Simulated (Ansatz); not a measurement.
Abridged output of a molecular run in Ansatz:

```
Functional definition: HF
1451 factors; integrals over basis functions are off by at most 8.6e-4 eV
mean field evaluation 1: about -7258.4109 eV, gradient 4.5e1 eV
mean field evaluation 2: about -7258.6689 eV, gradient 4.5e1 eV
mean field evaluation 4: about -7263.0246 eV, gradient 5.2e0 eV
mean field evaluation 8: about -7263.1198 eV, gradient 5.2e-1 eV
mean field evaluation 16: about -7263.1217 eV, gradient 2.4e-6 eV
mean field -7263.12166905 eV, -266.9147982170 hartree, gradient 2.4e-6 eV, S^2 0.000000; 0 other end points of the search recorded, 0 dependent functions left out
5 core orbitals not correlated: weight in the atoms' cores, before any rotation towards them, 1.000 or more for the frozen orbitals, at most 0.000 for the correlated occupied ones
reference -7263.12166905 eV, -266.9147982170 hartree; 15, 15 occupied and 219, 219 virtual orbitals, 1451 factors
second order -26.36833360 eV of doubles, -0.00000000 eV of singles
cycle   1  -26.38220820 eV  change   -1.4e-2 eV  update   1.1e-1
cycle   2  -27.01491674 eV  change   -6.3e-1 eV  update   3.4e-2
cycle   3  -27.17679638 eV  change   -1.6e-1 eV  update   1.8e-2
cycle   4  -27.16250074 eV  change    1.4e-2 eV  update   4.3e-3
cycle   5  -27.16191690 eV  change    5.8e-4 eV  update   2.0e-3
cycle   6  -27.16302983 eV  change   -1.1e-3 eV  update   6.2e-4
cycle   7  -27.16275136 eV  change    2.8e-4 eV  update   2.5e-4
cycle   8  -27.16264556 eV  change    1.1e-4 eV  update   9.6e-5
cycle   9  -27.16267749 eV  change   -3.2e-5 eV  update   5.2e-5
cycle  10  -27.16267862 eV  change   -1.1e-6 eV  update   3.0e-5
perturbative correction -1.08703412 eV, -0.0399477671 hartree
Total energy: -7291.37138179 eV, -267.9529560118 hartree
```

Its atoms:

Z-matrix (Å, degrees):
```
C
C 1 1.502
C 1 1.524 2 112.7
H 1 1.093 2 108.7 3 124.0
H 1 1.099 2 107.6 3 -120.0
O 2 1.201 1 124.0 3 -136.4
H 2 1.110 1 115.2 3 43.3
O 3 1.410 1 112.9 2 -63.5
H 3 1.093 1 110.1 2 54.5
H 3 1.097 1 109.4 2 171.8
H 8 0.961 3 108.6 1 -68.5
```

Problem. Which basis set was used?
A. def2-TZVPPD
B. def2-QZVPP
C. def2-TZVPP
D. def2-SVP

Solution. C. It gives 239 functions.

Problem. Write the keys of the input that set method, charge and spin (a neutral closed shell needs none for the last two).

Solution. 
```yaml
correlation: {method: ccsd_t}
```
